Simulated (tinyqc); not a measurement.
Inside a calculation. Method: RKS/BP86 in the sto-3g basis, for BH2+, spin multiplicity 1. One step of it, computed by the program tinyqc.

Question. Iteration 2: DIIS coefficients. Solve [B -1; -1 0][c; lambda] = [0; -1] for the coefficients, which sum to one.

B (overlaps of the stored error matrices):
```
                1               2
1   1.2032805e+00  -1.2040513e+00
2  -1.2040513e+00   1.5639952e+00
```

Give: DIIS coefficients.

Answer.

DIIS coefficients: 0.5348  0.4652
